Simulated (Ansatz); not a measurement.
A made-up structure of CH₂AlO (charge -1), singlet:

```
5
angstrom
C -0.5580 -0.1904 0.4449
O 2.9200 0.3483 0.9722
Al 1.1999 0.6385 0.2985
H 0.3586 -0.9229 -0.2656
H 0.5886 1.2137 -1.1435
```

It is relaxed with PBE-D4/def2-SVPD and then PBE0-D4/def2-TZVPD (Ansatz 0.2.0). Atoms count as bonded within 1.22 times the sum of their covalent radii (H–H: 0.88 Å). The end point is not checked to be a true minimum.

**Question.** Does its bonding change? (A judgement: the text doesn't fix the answer.)

**Answer.** The calculation gives: Yes. Formed: C1–H4, C1–H5; broken: Al3–H5.

Where it ends: The first stage lowers the energy by 4.09 eV in 13 steps. It ends as CH₂AlO ([CH2][Al][O]), total charge -1:
```xyz
5
angstrom
C 0.1924 0.0681 -0.3183
O 3.1798 0.7013 1.2918
Al 1.7718 0.4016 0.5298
H -0.3098 -0.8963 -0.2766
H -0.3252 0.8125 -0.9201
```

Labels in which every atom is bracketed show which atoms are joined, not bond orders.

For scale, one of the runs: PBE0-D4/def2-TZVPD relaxation, 138 basis functions, launched by `ansatz run in.yaml --threads 2 --pin off --events-out ev --progress --plain --max-ram 4352MiB`. Hardware: 2 CPU threads of an Arm Neoverse V1, shared host. Wall time about 17 s.
